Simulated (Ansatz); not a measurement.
**BH4⁺, triplet: reading a ladder of total energies**

Geometry: a point of a breathe scan, not a stationary point.

```xyz
5

B     0.0000    0.0000    0.0000
H     0.8216    0.8457    1.8387
H    -0.8448   -0.8189    1.8403
H    -0.8207    0.8198   -1.8508
H     0.8438   -0.8466   -1.8282
```

Basis cc-pVDZ; Ansatz 0.2.0. Correlated methods freeze the noble-gas cores, which leaves 6 electrons in 33 orbitals. Prefix R: restricted or restricted open-shell reference.

Full CI is exact within this basis and frozen core; it isn't the basis-set limit.

The cluster runs stand on a determinant 0.72 eV above the lowest RHF solution, chosen by trial CCSD; the correlation energy below is counted from it.

Runs differ by some tens of microhartree through their thresholds and, for an open shell, their frozen cores, so steps under 0.03 kcal/mol mean nothing.

| level | total energy (hartree) |
| --- | --- |
| RHF determinant under the cluster runs | -26.133201 |
| RCCSD | -26.315610 |
| RCCSD(T) | -26.329530 |
| RCCSDT | -26.334122 |
| RCCSDT(Q) | -26.332855 |
| full CI | -26.332519 |

Question: What is the correlation energy at full CI, and what share of it do RMP2 and RCCSD(T) recover?

Answer: E(corr) = -26.332519 − (-26.133201) = -0.199318 hartree = -5.424 eV. RCCSD: -0.182409 / -0.199318 = 91.52 %. RCCSD(T): -0.196329 / -0.199318 = 98.50 %.

Question: By how many kcal/mol does RCCSD(T) miss full CI (1 hartree = 627.509 kcal/mol), and which steps make up the rest?

Answer: -26.329530 − (-26.332519) = 0.002989 hartree = 1.88 kcal/mol. Steps: RCCSDT − RCCSD(T) = -2.88, RCCSDT(Q) − RCCSDT = 0.80, full CI − RCCSDT(Q) = 0.21 kcal/mol. With more than one leading determinant such errors change with state and geometry, and needn't cancel in differences.
